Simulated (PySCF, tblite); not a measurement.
# (chloromethyl)cyclopropane (C4H7Cl): dynamics, then NMR shifts on frames

How do NMR shifts of (chloromethyl)cyclopropane (C4H7Cl) (`ClCC1CC1`) change as the atoms move?

Computed with tblite 0.8.0 and PySCF 2.14.0, with density-fitted response routines of our own, on a single molecule in the gas phase. Atoms are numbered from 0 throughout.

## (1) Starting geometry

12 atoms, charge 0, multiplicity 1; geometry from: GFN2-xTB.

Bonds of the start (Å): Cl0–C1 1.79, C1–C2 1.50, C2–C3 1.50, C3–C4 1.50, C4–C2 1.50, C1–H5 1.09, C1–H6 1.09, C2–H7 1.08, C3–H8 1.08, C3–H9 1.08, C4–H10 1.08, C4–H11 1.08.

## (2) A short Langevin run with GFN2-xTB

The job: settings as JSON, then the geometry in Å.

```
{"job": {"kind": "md", "xc": "GFN2-xTB", "basis": "xTB", "temperature": 400, "steps": 2000, "every": 50, "frames": 5}, "charge": 0, "multiplicity": 1}
Cl     2.240766    -1.545187     0.360704
C      1.415807     0.040142     0.207684
C      0.110588    -0.115050    -0.514141
C     -1.009778     0.836902    -0.205974
C     -1.097822    -0.589639     0.236604
H      1.269241     0.413226     1.220986
H      2.103378     0.691677    -0.332747
H      0.217840    -0.442851    -1.540538
H     -0.839435     1.595301     0.542905
H     -1.635500     1.165525    -1.021157
H     -0.984670    -0.804963     1.287914
H     -1.789217    -1.245769    -0.268266
```

Method: GFN2-xTB Langevin dynamics, gas phase.

Run with:

```console
> OMP_NUM_THREADS=1 python probes_run.py task.json out
```

The driver reads the jobs from task.json and runs them one after another.

The log of the run:

```text
t/fs     T/K      E/eV
    0.0   348.7   -453.27824
   25.0   236.8   -452.92370
   50.0   254.0   -452.88654
   75.0   285.5   -452.94547
  100.0   309.4   -452.97733
  125.0   353.1   -452.96262
  150.0   255.8   -452.83338
  175.0   310.2   -452.73189
  200.0   373.8   -452.91009
  225.0   414.6   -452.85820
  250.0   406.8   -452.79503
  275.0   449.4   -452.74663
  300.0   407.2   -452.76240
  325.0   415.1   -452.69656
  350.0   399.8   -452.59445
  375.0   363.4   -452.85206
  400.0   387.5   -452.71240
  425.0   310.8   -452.76053
  450.0   520.6   -452.70942
  475.0   395.7   -452.49175
  500.0   582.7   -452.95054
  525.0   360.4   -452.62575
  550.0   386.1   -452.71463
  575.0   543.8   -452.73808
  600.0   514.8   -452.63286
  625.0   512.5   -452.74216
  650.0   439.1   -452.57754
  675.0   477.1   -452.70837
  700.0   452.7   -452.66491
  725.0   445.9   -452.85841
  750.0   364.1   -452.77239
  775.0   364.2   -452.93223
  800.0   205.3   -452.57267
  825.0   484.9   -452.94653
  850.0   421.3   -452.82553
  875.0   314.2   -452.90096
  900.0   270.2   -452.80136
  925.0   359.8   -452.92176
  950.0   250.9   -452.62067
  975.0   397.9   -452.78831
 1000.0   466.7   -452.75388
```

It took 25 s on 1 thread of Intel Xeon at 2.50GHz, shared host; peak memory 0.18 GiB.

Distance from the start (root mean square after alignment): 0 fs 0.00 Å, 200 fs 0.13 Å, 400 fs 0.22 Å, 600 fs 0.14 Å, 800 fs 0.16 Å, 1000 fs 0.16 Å.

Positions (Å) and forces (eV/Å) at 1000 fs:

```xyz
12

Cl    1.788   -1.377    1.594   -0.353    0.174   -0.184
C     0.829    0.095    1.094    0.186   -0.260    0.397
C    -0.430   -0.295    0.308    1.876   -1.305    1.356
C    -1.704    0.367    0.597   -0.854   -2.029   -1.072
C    -1.457   -1.098    1.109    0.814    3.349    0.134
H     0.816    0.694    2.034   -0.948   -0.498   -0.638
H     1.492    0.618    0.452    0.673    0.499   -0.767
H    -0.151   -0.778   -0.648   -0.406    0.881    0.397
H    -1.815    1.148    1.285    0.292    0.686    0.940
H    -2.333    0.536   -0.269   -0.208   -0.278    0.055
H    -1.218   -1.073    2.178   -0.450   -0.606   -0.520
H    -1.874   -1.936    0.637   -0.623   -0.613   -0.099
```

## (3) Nuclear shieldings: 250 fs, PBE0/pcSseg-1

The job: settings as JSON, then the geometry in Å.

```
{"job": {"kind": "nmr", "xc": "PBE0", "basis": "pcSseg-1", "pop": false}, "charge": 0, "multiplicity": 1}
Cl     1.677800    -1.351000     0.171200
C      0.877900     0.264000     0.374000
C     -0.566000     0.147400     0.112400
C     -1.347700     1.397600     0.648500
C     -1.670100     0.022600     1.145400
H      1.102300     0.455300     1.384100
H      1.348900     0.913400    -0.370200
H     -0.816500    -0.113800    -0.906200
H     -1.063300     2.151100     1.410400
H     -2.126400     1.855700     0.040200
H     -1.453900    -0.265400     2.126600
H     -2.624000    -0.364500     0.736500
```

Level: GIAO PBE0/pcSseg-1 NMR shielding, non-relativistic, gas phase.

The log of the run:

```text
coarse grid: 10312 points
cycle   1  E = -616.3546277836  dE =  5.324e-01  |g| = 2.937e-01  |ddm| = 2.966e+00
cycle   2  E = -616.3559350417  dE = -1.307e-03  |g| = 3.128e-01  |ddm| = 6.258e-01
cycle   3  E = -616.3797609476  dE = -2.383e-02  |g| = 4.127e-02  |ddm| = 3.062e-01
cycle   4  E = -616.3800982571  dE = -3.373e-04  |g| = 1.812e-02  |ddm| = 5.190e-02
cycle   5  E = -616.3801715464  dE = -7.329e-05  |g| = 4.585e-03  |ddm| = 1.897e-02
cycle   6  E = -616.3801762537  dE = -4.707e-06  |g| = 1.692e-03  |ddm| = 6.168e-03
final grid: 94184 points
cycle   7  E = -616.4096005995  dE = -2.909e-05  |g| = 8.550e-03  |ddm| = 2.239e-02
cycle   8  E = -616.4095893920  dE =  1.121e-05  |g| = 1.075e-02  |ddm| = 1.678e-02
cycle   9  E = -616.4096190850  dE = -2.969e-05  |g| = 9.051e-04  |ddm| = 1.002e-02
cycle  10  E = -616.4096192363  dE = -1.513e-07  |g| = 2.506e-04  |ddm| = 1.144e-03
cycle  11  E = -616.4096192510  dE = -1.474e-08  |g| = 5.826e-05  |ddm| = 2.407e-04
cycle  12  E = -616.4096192518  dE = -7.778e-10  |g| = 1.155e-05  |ddm| = 6.771e-05
converged SCF energy = -616.4096192518

GIAO shielding tensors (ppm)
atom      isotropic    diamagn.    paramagn.     s11        s22        s33       span
  0 Cl     828.553    1146.549    -317.996    611.894    773.716   1100.047    488.153
  1 C      134.719     244.077    -109.358     98.881    143.080    162.195     63.314
  2 C      169.080     245.467     -76.387    137.103    155.762    214.374     77.271
  3 C      177.345     249.729     -72.384    142.395    175.232    214.407     72.012
  4 C      173.692     250.729     -77.037    148.770    175.894    196.412     47.642
  5 H       28.984      30.307      -1.323     21.827     31.362     33.764     11.937
  6 H       27.097      28.506      -1.409     19.540     28.801     32.950     13.411
  7 H       30.561      30.362       0.199     23.492     29.007     39.185     15.693
  8 H       30.305      29.205       1.101     25.182     27.395     38.338     13.155
  9 H       31.103      29.763       1.340     24.965     26.961     41.384     16.419
 10 H       31.418      31.269       0.149     26.830     28.273     39.151     12.321
 11 H       30.217      29.031       1.186     24.594     25.890     40.166     15.572
```

Wall time 25 s (1 thread of Intel Xeon at 2.50GHz, shared host); peak memory 0.58 GiB.

Shifts follow as δ = σ(reference) − σ, with reference shieldings (ppm) from runs at the same level and on the same kind of geometry: 1H TMS 31.72, 13C TMS 186.9, 35Cl HCl 950. The references are single molecules in the gas phase. Each atom is listed at this fixed geometry, with no averaging over motion; a spectrum would average atoms that exchange fast.

```
atoms                               environment  σ (ppm)  δ (ppm)
   C1                      sp3 CH2 bonded to Cl    134.7     52.2
   C2                three-membered-ring carbon    169.1     17.8
   C4                three-membered-ring carbon    173.7     13.2
   C3                three-membered-ring carbon    177.3      9.6
   H6       hydrogen on an sp3 CH2 bonded to Cl    27.10     4.62
   H5       hydrogen on an sp3 CH2 bonded to Cl    28.98     2.73
  H11  hydrogen on a three-membered-ring carbon    30.22     1.50
   H8  hydrogen on a three-membered-ring carbon    30.31     1.41
   H7  hydrogen on a three-membered-ring carbon    30.56     1.16
   H9  hydrogen on a three-membered-ring carbon    31.10     0.61
  H10  hydrogen on a three-membered-ring carbon    31.42     0.30
  Cl0                      chlorine bonded to C      829      121
```

Ring of atoms C2, C3, C4: NICS(0) -42.4, NICS(1) -8.3, NICS(1)zz -21.3 ppm (means of both faces).

In rings of three or four atoms NICS is ruled by the nearby σ bonds, so it says little on aromaticity.

## (4) Nuclear shieldings: 425 fs, PBE0/pcSseg-1

The job: settings as JSON, then the geometry in Å.

```
{"job": {"kind": "nmr", "xc": "PBE0", "basis": "pcSseg-1", "pop": false}, "charge": 0, "multiplicity": 1}
Cl     1.830400    -0.994500     0.452000
C      0.571300     0.280300     0.676400
C     -0.852000    -0.077300     0.457200
C     -1.929800     0.865000     1.046800
C     -1.803200    -0.549500     1.403500
H      0.676300     0.655900     1.728400
H      0.866600     1.035800    -0.118000
H     -1.003900    -0.380300    -0.573900
H     -1.430600     1.634500     1.572600
H     -2.663100     1.272100     0.318700
H     -1.460300    -0.732000     2.409900
H     -2.571300    -1.272500     1.025500
```

Method: GIAO PBE0/pcSseg-1 NMR shielding, non-relativistic, gas phase.

The log of the run:

```text
coarse grid: 10312 points
cycle   1  E = -616.3524343535  dE =  6.148e-01  |g| = 3.168e-01  |ddm| = 2.982e+00
cycle   2  E = -616.3508558314  dE =  1.579e-03  |g| = 3.519e-01  |ddm| = 6.527e-01
cycle   3  E = -616.3809283172  dE = -3.007e-02  |g| = 4.027e-02  |ddm| = 3.320e-01
cycle   4  E = -616.3812552596  dE = -3.269e-04  |g| = 1.773e-02  |ddm| = 5.585e-02
cycle   5  E = -616.3813238728  dE = -6.861e-05  |g| = 4.810e-03  |ddm| = 1.925e-02
cycle   6  E = -616.3813289234  dE = -5.051e-06  |g| = 1.932e-03  |ddm| = 6.764e-03
final grid: 94184 points
cycle   7  E = -616.4101993889  dE = -2.393e-05  |g| = 8.549e-03  |ddm| = 2.268e-02
cycle   8  E = -616.4101870715  dE =  1.232e-05  |g| = 1.095e-02  |ddm| = 1.741e-02
cycle   9  E = -616.4102177978  dE = -3.073e-05  |g| = 9.198e-04  |ddm| = 1.053e-02
cycle  10  E = -616.4102179546  dE = -1.567e-07  |g| = 2.527e-04  |ddm| = 1.162e-03
cycle  11  E = -616.4102179695  dE = -1.491e-08  |g| = 5.758e-05  |ddm| = 2.436e-04
cycle  12  E = -616.4102179703  dE = -7.886e-10  |g| = 1.142e-05  |ddm| = 6.818e-05
converged SCF energy = -616.4102179703

GIAO shielding tensors (ppm)
atom      isotropic    diamagn.    paramagn.     s11        s22        s33       span
  0 Cl     835.744    1146.762    -311.018    653.879    761.036   1092.318    438.439
  1 C      123.452     244.702    -121.250     82.682    138.199    149.476     66.794
  2 C      171.095     246.984     -75.889    134.277    161.699    217.311     83.034
  3 C      184.574     258.381     -73.807    152.756    173.790    227.176     74.420
  4 C      173.251     252.745     -79.493    154.300    174.229    191.224     36.925
  5 H       28.259      29.366      -1.107     21.054     31.206     32.516     11.462
  6 H       26.029      28.891      -2.862     18.125     28.330     31.633     13.508
  7 H       30.659      31.827      -1.168     23.354     29.397     39.226     15.872
  8 H       32.741      32.836      -0.095     26.064     30.816     41.343     15.279
  9 H       30.477      30.466       0.012     24.530     26.219     40.683     16.153
 10 H       30.685      30.110       0.575     26.190     27.150     38.715     12.524
 11 H       29.500      28.393       1.107     24.278     25.019     39.203     14.925
```

It took 30 s on 1 thread of Intel Xeon at 2.50GHz, shared host; peak memory 0.61 GiB.

This run: δ C1 63.5, C2 15.8, C4 13.7, C3 2.4, H6 5.69, H5 3.46 ppm.

## (5) Nuclear shieldings: 625 fs, PBE0/pcSseg-1

The job: settings as JSON, then the geometry in Å.

```
{"job": {"kind": "nmr", "xc": "PBE0", "basis": "pcSseg-1", "pop": false}, "charge": 0, "multiplicity": 1}
Cl     1.751500    -1.442300     1.146200
C      0.792300     0.082500     0.922000
C     -0.551300    -0.164500     0.292900
C     -1.744200     0.798300     0.463900
C     -1.724700    -0.546400     1.138200
H      0.680200     0.453500     1.967100
H      1.430700     0.781000     0.231100
H     -0.459000    -0.776100    -0.556000
H     -1.648900     1.741900     1.081700
H     -2.253700     0.972700    -0.507200
H     -1.711400    -0.701700     2.219900
H     -2.472800    -1.129200     0.697600
```

Method: GIAO PBE0/pcSseg-1 NMR shielding, non-relativistic, gas phase.

The log of the run:

```text
coarse grid: 10312 points
cycle   1  E = -616.3516873382  dE =  4.659e-01  |g| = 3.061e-01  |ddm| = 2.939e+00
cycle   2  E = -616.3495431250  dE =  2.144e-03  |g| = 3.449e-01  |ddm| = 6.492e-01
cycle   3  E = -616.3786962946  dE = -2.915e-02  |g| = 4.059e-02  |ddm| = 3.325e-01
cycle   4  E = -616.3790114245  dE = -3.151e-04  |g| = 1.959e-02  |ddm| = 5.076e-02
cycle   5  E = -616.3790995953  dE = -8.817e-05  |g| = 5.128e-03  |ddm| = 2.049e-02
cycle   6  E = -616.3791057028  dE = -6.107e-06  |g| = 1.662e-03  |ddm| = 6.838e-03
final grid: 94184 points
cycle   7  E = -616.4083914657  dE = -2.630e-05  |g| = 7.787e-03  |ddm| = 2.269e-02
cycle   8  E = -616.4083816613  dE =  9.804e-06  |g| = 9.882e-03  |ddm| = 1.576e-02
cycle   9  E = -616.4084068300  dE = -2.517e-05  |g| = 8.192e-04  |ddm| = 9.387e-03
cycle  10  E = -616.4084069482  dE = -1.182e-07  |g| = 2.566e-04  |ddm| = 9.954e-04
cycle  11  E = -616.4084069642  dE = -1.599e-08  |g| = 5.137e-05  |ddm| = 2.495e-04
cycle  12  E = -616.4084069648  dE = -6.012e-10  |g| = 1.092e-05  |ddm| = 6.077e-05
converged SCF energy = -616.4084069648

GIAO shielding tensors (ppm)
atom      isotropic    diamagn.    paramagn.     s11        s22        s33       span
  0 Cl     819.836    1146.055    -326.220    619.059    751.041   1089.406    470.347
  1 C      121.979     243.638    -121.660     86.504    132.992    146.440     59.937
  2 C      168.563     245.247     -76.684    125.148    164.010    216.531     91.384
  3 C      173.509     252.168     -78.659    147.118    163.433    209.975     62.857
  4 C      178.192     251.807     -73.615    144.625    182.951    206.999     62.374
  5 H       27.862      28.800      -0.937     21.531     29.615     32.441     10.910
  6 H       25.648      26.931      -1.283     18.809     26.554     31.581     12.772
  7 H       31.313      31.671      -0.357     24.430     30.016     39.494     15.064
  8 H       29.729      29.103       0.626     24.483     27.045     37.659     13.176
  9 H       30.044      29.455       0.589     23.815     26.319     39.999     16.184
 10 H       30.529      29.939       0.589     25.893     27.313     38.379     12.486
 11 H       31.861      31.148       0.713     25.518     27.787     42.277     16.759
```

It took 27 s on 1 thread of Intel Xeon at 2.50GHz, shared host; peak memory 0.61 GiB.

Key values: δ C1 64.9, C2 18.4, C3 13.4, C4 8.7, H6 6.07, H5 3.85 ppm.

## (6) Shielding tensors: 800 fs, PBE0/pcSseg-1

The job: settings as JSON, then the geometry in Å.

```
{"job": {"kind": "nmr", "xc": "PBE0", "basis": "pcSseg-1", "pop": false}, "charge": 0, "multiplicity": 1}
Cl     1.880500    -1.122100     0.963000
C      0.853200     0.342800     0.645400
C     -0.548400     0.028500     0.080600
C     -1.814600     0.811300     0.463300
C     -1.536700    -0.512500     1.031900
H      0.816900     0.859800     1.531800
H      1.303800     0.981100    -0.143400
H     -0.720400    -0.093200    -0.960200
H     -1.718900     1.681200     1.100500
H     -2.602000     0.808700    -0.280000
H     -1.264000    -0.722100     2.100000
H     -2.048100    -1.315200     0.591300
```

Level: GIAO PBE0/pcSseg-1 NMR shielding, non-relativistic, gas phase.

The log of the run:

```text
coarse grid: 10312 points
cycle   1  E = -616.3443397820  dE =  5.847e-01  |g| = 3.138e-01  |ddm| = 2.974e+00
cycle   2  E = -616.3428685994  dE =  1.471e-03  |g| = 3.445e-01  |ddm| = 6.171e-01
cycle   3  E = -616.3719869334  dE = -2.912e-02  |g| = 3.946e-02  |ddm| = 3.161e-01
cycle   4  E = -616.3722990482  dE = -3.121e-04  |g| = 1.689e-02  |ddm| = 5.017e-02
cycle   5  E = -616.3723616961  dE = -6.265e-05  |g| = 4.708e-03  |ddm| = 1.769e-02
cycle   6  E = -616.3723666931  dE = -4.997e-06  |g| = 1.677e-03  |ddm| = 6.288e-03
final grid: 94184 points
cycle   7  E = -616.4014704760  dE = -2.991e-05  |g| = 8.636e-03  |ddm| = 2.478e-02
cycle   8  E = -616.4014594804  dE =  1.100e-05  |g| = 1.078e-02  |ddm| = 1.672e-02
cycle   9  E = -616.4014891598  dE = -2.968e-05  |g| = 8.948e-04  |ddm| = 9.996e-03
cycle  10  E = -616.4014893114  dE = -1.516e-07  |g| = 2.408e-04  |ddm| = 1.111e-03
cycle  11  E = -616.4014893249  dE = -1.355e-08  |g| = 5.636e-05  |ddm| = 2.330e-04
cycle  12  E = -616.4014893257  dE = -7.465e-10  |g| = 1.117e-05  |ddm| = 6.537e-05
converged SCF energy = -616.4014893257

GIAO shielding tensors (ppm)
atom      isotropic    diamagn.    paramagn.     s11        s22        s33       span
  0 Cl     840.310    1146.320    -306.010    648.490    774.212   1098.228    449.738
  1 C      127.686     244.397    -116.710     79.258    137.275    166.526     87.269
  2 C      174.698     246.090     -71.391    139.765    153.712    230.618     90.853
  3 C      175.664     253.993     -78.329    144.286    176.009    206.696     62.410
  4 C      177.152     252.677     -75.525    149.907    175.756    205.791     55.884
  5 H       30.154      31.550      -1.396     22.753     31.831     35.876     13.123
  6 H       27.015      28.415      -1.400     19.731     27.953     33.362     13.630
  7 H       30.730      32.078      -1.348     21.944     29.760     40.488     18.544
  8 H       30.947      30.675       0.272     25.463     28.414     38.965     13.502
  9 H       31.296      30.558       0.738     24.932     26.824     42.132     17.201
 10 H       29.882      29.417       0.465     24.998     27.355     37.294     12.296
 11 H       31.669      31.460       0.209     25.662     27.171     42.175     16.513
```

Run time: 30 s. Hardware: 1 thread of Intel Xeon at 2.50GHz, shared host; peak memory 0.61 GiB.

Key values: δ C1 59.2, C2 12.2, C3 11.3, C4 9.8, H6 4.70, H10 1.83 ppm.

## (7) Shielding tensors: 1000 fs, PBE0/pcSseg-1

The job: settings as JSON, then the geometry in Å.

```
{"job": {"kind": "nmr", "xc": "PBE0", "basis": "pcSseg-1", "pop": false}, "charge": 0, "multiplicity": 1}
Cl     1.788400    -1.376700     1.594200
C      0.829000     0.094500     1.094100
C     -0.430100    -0.295300     0.308200
C     -1.703500     0.367100     0.596600
C     -1.457100    -1.097700     1.109500
H      0.816400     0.693900     2.033600
H      1.492400     0.618100     0.451700
H     -0.150800    -0.777700    -0.648500
H     -1.815200     1.147900     1.284700
H     -2.333500     0.536000    -0.268700
H     -1.218500    -1.073000     2.177900
H     -1.873700    -1.936200     0.637000
```

Method: GIAO PBE0/pcSseg-1 NMR shielding, non-relativistic, gas phase.

The log of the run:

```text
coarse grid: 10312 points
cycle   1  E = -616.3526774002  dE =  4.873e-01  |g| = 2.949e-01  |ddm| = 2.940e+00
cycle   2  E = -616.3531220263  dE = -4.446e-04  |g| = 3.182e-01  |ddm| = 6.204e-01
cycle   3  E = -616.3779293731  dE = -2.481e-02  |g| = 4.117e-02  |ddm| = 3.090e-01
cycle   4  E = -616.3782584604  dE = -3.291e-04  |g| = 1.886e-02  |ddm| = 4.864e-02
cycle   5  E = -616.3783396395  dE = -8.118e-05  |g| = 4.830e-03  |ddm| = 1.962e-02
cycle   6  E = -616.3783451060  dE = -5.467e-06  |g| = 1.583e-03  |ddm| = 6.663e-03
final grid: 94184 points
cycle   7  E = -616.4079505814  dE = -2.836e-05  |g| = 8.374e-03  |ddm| = 2.367e-02
cycle   8  E = -616.4079404249  dE =  1.016e-05  |g| = 1.044e-02  |ddm| = 1.671e-02
cycle   9  E = -616.4079684050  dE = -2.798e-05  |g| = 9.203e-04  |ddm| = 9.812e-03
cycle  10  E = -616.4079685632  dE = -1.583e-07  |g| = 2.676e-04  |ddm| = 1.149e-03
cycle  11  E = -616.4079685806  dE = -1.738e-08  |g| = 5.189e-05  |ddm| = 2.498e-04
cycle  12  E = -616.4079685812  dE = -6.173e-10  |g| = 1.153e-05  |ddm| = 6.263e-05
converged SCF energy = -616.4079685812

GIAO shielding tensors (ppm)
atom      isotropic    diamagn.    paramagn.     s11        s22        s33       span
  0 Cl     827.660    1146.328    -318.668    607.350    778.957   1096.672    489.322
  1 C      126.703     245.238    -118.535     86.661    134.208    159.239     72.578
  2 C      160.246     243.857     -83.610    126.831    153.354    200.554     73.723
  3 C      173.930     250.529     -76.599    150.002    173.602    198.188     48.186
  4 C      182.693     256.104     -73.411    146.212    171.196    230.671     84.459
  5 H       27.845      28.941      -1.095     20.998     28.573     33.965     12.967
  6 H       28.055      30.556      -2.501     21.451     28.895     33.819     12.369
  7 H       29.394      30.043      -0.649     23.656     27.512     37.015     13.358
  8 H       31.592      31.247       0.345     26.063     28.756     39.956     13.893
  9 H       30.720      29.804       0.916     24.956     26.345     40.860     15.904
 10 H       31.499      30.681       0.818     26.100     28.417     39.980     13.880
 11 H       31.701      31.767      -0.066     26.096     27.125     41.882     15.786
```

Run time: 30 s. Hardware: 1 thread of Intel Xeon at 2.50GHz, shared host; peak memory 0.61 GiB.

In short: δ C1 60.2, C2 26.7, C3 13.0, C4 4.2, H5 3.87, H6 3.66 ppm.

## (8) Run by run: NMR shifts

Shifts (ppm) of some atoms, chosen among heavy atoms and hydrogens apart, with basis size and wall time:

```
  frame    C1    C2    C4    C3    H6     H8  Cl0  functions  time
 250 fs  52.2  17.8  13.2   9.6  4.62   1.41  121        127  25 s
 425 fs  63.5  15.8  13.7   2.4  5.69  -1.02  114        127  30 s
 625 fs  64.9  18.4   8.7  13.4  6.07   1.99  130        127  27 s
 800 fs  59.2  12.2   9.8  11.3  4.70   0.77  109        127  30 s
1000 fs  60.2  26.7   4.2  13.0  3.66   0.13  122        127  30 s
```

## (9) Outcome

```
                                       quantity                                         value
                                     thermostat                                         400 K
                  mean temperature, second half                                         410 K
        mean potential energy above the minimum                                       0.51 eV
 13C shifts against TMS (PBE0/pcSseg-1, 250 fs)                     52.2, 17.8, 13.2, 9.6 ppm
  1H shifts against TMS (PBE0/pcSseg-1, 250 fs)  4.62, 2.73, 1.50, 1.41, 1.16, 0.61, 0.30 ppm
35Cl shifts against HCl (PBE0/pcSseg-1, 250 fs)                                       121 ppm
                      range of the shift of Cl0                                109 to 130 ppm
```

In the second half the potential energy averages 0.51 eV above the minimum; equipartition over 30 harmonic modes at 400 K would give 0.52 eV. With 12 atoms the temperature swings widely (205 to 583 K). Shifts at one fixed geometry are not the observed spectrum, which averages over the motion. In the first frame run (250 fs): Shielding is most anisotropic at Cl0 (span 488 ppm, paramagnetic term -318 ppm). Across the 5 runs the shift of Cl0 moves most, between 109 (800 fs) and 130 ppm (625 fs).
